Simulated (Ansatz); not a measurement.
Born–Oppenheimer molecular dynamics of CH$_{5}$BO (8 atoms, charge 0, multiplicity 1). It starts at the highest image of a converged band. Of that band: Neighbouring images differ by up to 1.2 eV, so the band resolves the path poorly. A vibrational analysis at the climbing image gives one clearly imaginary mode, 1653i cm⁻¹: a first-order saddle point.

The calculation used RKS BLYP/def2-SVPD (Ansatz).

```yaml
ensemble: NVE (velocity Verlet)
time_step: 0.5 fs
steps_asked: 200
starting_velocities_drawn_for: 300 K
seed: 11469
```

First frame:

```xyz
8
Properties=species:S:1:pos:R:3
B 0.172 -0.377 -0.422
H 0.042 0.529 -1.571
O 0.586 -1.496 -0.952
H 0.362 -0.431 -1.765
C -0.215 0.312 0.923
H -0.066 -0.390 1.767
H 0.396 1.219 1.104
H -1.277 0.634 0.916
```

Task: What does the run give?

Result: The run went to its last step.

```
steps done                                               : 200
time covered                                             : 100 fs
mean temperature over the second half                    : 2290 K
spread of the potential energy over the second half      : 12.1 meV per atom
mean potential energy of the second half above the start : -192.9 meV per atom
```

The conserved energy stayed within 0.34 meV per atom of its start (net change 0.00088 meV per atom), so the integration is sound. The system heated up, since it started high on the potential surface and ran downhill. A run of 0.1 ps of so small a system gives no equilibrium averages. The orbitals stay closed-shell, which can raise the energy where a bond breaks towards radicals; this wasn't checked here.

Task: What happens to the structure?

Result: The step under study would form H2–H4 and break B1–H2, O3–H4. These pairs go: H2–H4 1.03 → 0.82 Å, B1–H2 1.47 → 11.89 Å, O3–H4 1.36 → 12.54 Å. In the last frame they stand as after the step (other bonds may differ from the relaxed reactants and products). Also parted: B1–H4 1.36 → 11.82 Å. It ends as CH3BO + H2. Pairs count as bonded within 1.25 times the sum of covalent radii (0.12 Å more for H–H). Another seed would give other details.

Task: How do temperature and energy run in time?

Result: 
```csv
time (fs),T (K),potential energy less start (eV),conserved less start (meV/atom)
0.0,300,0.000,0.00
5.0,196,0.081,0.12
10.0,566,-0.206,0.08
15.0,1548,-0.967,0.15
20.0,2200,-1.474,0.01
25.0,2460,-1.677,-0.17
30.0,2453,-1.668,0.12
35.0,2497,-1.701,0.27
40.0,2450,-1.668,-0.06
45.0,2213,-1.484,-0.10
50.0,2111,-1.403,0.15
55.0,2148,-1.432,0.17
60.0,2285,-1.541,-0.24
65.0,2139,-1.427,-0.10
70.0,2219,-1.487,0.24
75.0,2570,-1.762,-0.20
80.0,2482,-1.694,-0.26
85.0,2302,-1.552,0.09
90.0,2162,-1.443,0.19
95.0,2369,-1.606,-0.10
100.0,2341,-1.583,0.00
```

Run time: 87 s on 2 threads of AMD EPYC 9B45 (Zen 5) (shared host), peak memory 0.17 GiB.
